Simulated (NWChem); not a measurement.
System: benzene (C6H6); SMILES c1ccccc1

The following NWChem deck was run.

```
start job
memory heap 200 mb stack 900 mb global 1100 mb
geometry units angstroms noautoz
  C      1.342307     0.379462     0.000000
  C      0.342529     1.352203     0.000000
  C     -0.999777     0.972740     0.000000
  C     -1.342307    -0.379462     0.000000
  C     -0.342529    -1.352203     0.000000
  C      0.999777    -0.972740     0.000000
  H      2.394060     0.676901     0.000000
  H      0.610816     2.411768     0.000000
  H     -1.783244     1.734866     0.000000
  H     -2.394060    -0.676901     0.000000
  H     -0.610816    -2.411768     0.000000
  H      1.783244    -1.734866     0.000000
end
basis spherical
  * library 6-31g*
end
dft
  xc b3lyp
  iterations 150
  mulliken
end
task dft energy
```

All runs use the structure optimised with PBE0/def2-SVP.

Question: Predict the main results of this run. (B3LYP/6-31G* (spherical d).) Quantities: basis functions; energy (Ha); highest occupied level (eV); orbital gap (eV).

Answer: number of basis functions: 96
energy (Ha): -232.24
highest occupied level (eV): -6.71
orbital gap (eV): 6.82
